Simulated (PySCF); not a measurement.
## [LiH2]-: fields on a plane

These are results of PySCF, PBE0, basis Li def2-TZVPD, H def2-TZVPD (no relativity, density fitting), not measurements.

The singlet minimum has Li–H 1.732 Å (×2); H–Li–H 180.0°.

The plane holds Li1 at (0.00, 0.00), H2 at (1.73, 0.00), H3 at (-1.73, 0.00) Å. Columns run from x = -3.75 to 4.05 Å, rows from y = 2.25 (top) to -1.95 Å, in steps of 0.3 Å. Other isomers or separated fragments may lie lower.

Give the electron localisation function (set to 0 where the density is under 0.005 e/Å³). Every second row and column.


```
0.00 0.00 0.00 0.00 0.00 0.00 0.00 0.00 0.00 0.00 0.00 0.00 0.00 0.00
0.00 0.00 0.94 0.99 0.98 0.56 0.04 0.14 0.90 0.99 0.98 0.78 0.00 0.00
0.00 0.95 1.00 1.00 1.00 0.78 0.01 0.08 0.99 1.00 1.00 0.99 0.00 0.00
0.00 1.00 1.00 1.00 1.00 0.14 0.94 0.07 0.99 1.00 1.00 1.00 0.93 0.00
0.00 1.00 1.00 1.00 1.00 0.07 1.00 0.66 0.98 1.00 1.00 1.00 0.95 0.00
0.00 0.99 1.00 1.00 1.00 0.47 0.02 0.02 0.99 1.00 1.00 1.00 0.85 0.00
0.00 0.78 0.99 1.00 1.00 0.76 0.03 0.17 0.98 1.00 1.00 0.97 0.00 0.00
0.00 0.00 0.00 0.90 0.85 0.29 0.00 0.00 0.65 0.91 0.83 0.00 0.00 0.00
```

Give the electron density (e/Å³) (cut at 5 e/Å³). Every second row and column.


```
0.00 0.00 0.00 0.00 0.00 0.00 0.00 0.00 0.00 0.00 0.00 0.00 0.00 0.00
0.00 0.00 0.01 0.02 0.02 0.01 0.01 0.01 0.01 0.02 0.01 0.01 0.00 0.00
0.00 0.01 0.03 0.07 0.08 0.04 0.02 0.03 0.06 0.08 0.05 0.02 0.00 0.00
0.00 0.02 0.10 0.41 0.36 0.12 0.70 0.20 0.20 0.51 0.21 0.04 0.01 0.00
0.00 0.02 0.13 0.91 0.65 0.18 5.00 0.74 0.30 1.35 0.34 0.05 0.01 0.00
0.00 0.01 0.06 0.17 0.16 0.07 0.06 0.05 0.11 0.20 0.11 0.03 0.01 0.00
0.00 0.01 0.02 0.03 0.04 0.02 0.01 0.01 0.03 0.04 0.03 0.01 0.00 0.00
0.00 0.00 0.00 0.01 0.01 0.01 0.00 0.00 0.01 0.01 0.01 0.00 0.00 0.00
```

The lowest empty level of this anion is unbound, so it and the gap depend on the basis.
